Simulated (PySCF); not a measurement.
**Choosing a basis for TDDFT**

Compound: ethyl cyanide, C3H5N.
Geometry (PBE0-D3(BJ)/def2-SVP, Å), atoms numbered from 1 in this order:
```xyz
9
C3H5N angstrom
C     -0.9633    0.2969   -0.0145
C      0.3565   -0.3922   -0.3545
C      1.4389   -0.0292    0.5536
N      2.2830    0.2727    1.2854
H     -1.7436   -0.0143   -0.7233
H     -1.2956    0.0358    1.0004
H     -0.8641    1.3903   -0.0687
H      0.2444   -1.4884   -0.3253
H      0.6766   -0.1410   -1.3788
```

TDDFT with PBE0 (PySCF), vertical singlets, core orbitals frozen in the response, spherical d and f functions. Geometry: PBE0-D3(BJ)/def2-SVP; no solvent, vibrations or thermal averaging.

Question: Compare 6-31G*, def2-SVP, 6-31+G*, def2-SVPD, aug-cc-pVDZ, def2-TZVP, def2-TZVPD and aug-cc-pVTZ for this molecule.

Answer: 

```
      basis  functions  diffuse  S1 (eV)  S2 (eV)  S3 (eV)  S4 (eV)  S5 (eV)  LUMO (eV)  α (au)
     6-31G*         66       no     7.76     8.18     8.20     9.34     9.48       1.17    33.7
   def2-SVP         81       no     7.78     8.18     8.21     9.24     9.41       0.86    34.3
    6-31+G*         82      yes     7.64     8.00     8.06     8.38     8.45       0.00    37.8
  def2-SVPD        120      yes     7.67     8.04     8.07     8.63     8.72       0.23    40.9
aug-cc-pVDZ        137      yes     7.55     7.86     7.92     8.18     8.23      -0.36    41.9
  def2-TZVP        154       no     7.66     8.01     8.04     8.88     8.95       0.45    39.5
 def2-TZVPD        193      yes     7.59     7.92     7.96     8.32     8.38      -0.08    41.9
aug-cc-pVTZ        299      yes     7.55     7.84     7.90     8.17     8.21      -0.39    42.2
```

States are compared by their number. Against the largest diffuse basis here (aug-cc-pVTZ, itself not a converged limit), sets without diffuse functions differ by up to 0.23 eV in S1 and 1.26 eV in S5; the smaller diffuse sets differ by up to 0.13 and 0.50 eV. State by state, the largest deviation of a set without diffuse functions is S1 0.23, S2 0.34, S3 0.30, S4 1.17, S5 1.26 eV. The same number needn't mean the same state in each row. Against aug-cc-pVTZ the polarisability deviates by -20% in 6-31G*, -19% in def2-SVP, -10% in 6-31+G*, -3% in def2-SVPD, -1% in aug-cc-pVDZ, -6% in def2-TZVP, -1% in def2-TZVPD. A single + in a Pople set puts diffuse functions on heavy atoms only.
